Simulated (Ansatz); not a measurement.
# Which is lower?

The two ends of one reaction step of BH₂ClO, closed shell (PBE0-D4/def2-TZVP).

A:

B1  (-0.796, -0.052, -1.284)
Cl2  (1.527, 0.100, 2.463)
O3  (-0.165, -0.009, -0.266)
H4  (0.847, 0.056, 1.366)
H5  (-1.413, -0.094, -2.279)
(Å)

B:

B1  (-0.080, 0.265, -0.310)
Cl2  (0.946, 1.282, 0.707)
O3  (-0.375, -0.992, 0.046)
H4  (0.020, -1.264, 0.881)
H5  (-0.512, 0.709, -1.324)
(Å)

Computed with Ansatz 0.2.0 (basis: def2-TZVPP); correlated methods freeze the cores. B3LYP uses VWN-RPA correlation.

Question: Which structure is lower at CCSD(T), and by how much? (An estimate is asked for; the value comes from the calculation.)

Answer: By the calculation: B, by 29.07 kcal/mol (electronic energy, against the other). By their contacts, A is a complex of BHO ([BH][O]) + HCl and B is BH₂ClO ([OH][BH][Cl]).

All methods give the same order:

```tsv
method	E(B) − E(A) (kcal/mol)
SPW92	-36.62
PBE-D4	-30.65
BLYP-D4	-25.37
r2SCAN-D4	-32.66
B97M-V	-31.51
PBE0-D4	-33.79
B3LYP-D4	-28.61
r2SCAN0-D4	-34.85
BHLYP-D4	-32.04
CAM-B3LYP-D4	-29.81
wB97X-V	-31.75
wB97M-V	-30.73
B2PLYP	-27.83
PBE-QIDH	-33.59
RPA on PBE	-27.10
HF	-31.30
MP2	-28.61
CCSD	-29.72
CCSD(T)	-29.07
```

No T1 diagnostic of these runs exceeds 0.016.

Labels in which every atom is bracketed show which atoms are joined, not bond orders.

For scale, one of the runs: CCSD(T)/def2-TZVPP, 132 basis functions, launched by `ansatz run in.yaml --threads 2 --pin off --events-out ev --progress --plain --max-ram 4352MiB`. Time: 8.5 s of wall clock on 2 CPU threads of an Arm Neoverse V1; the host was shared. Peak host memory: 0.66 GiB.
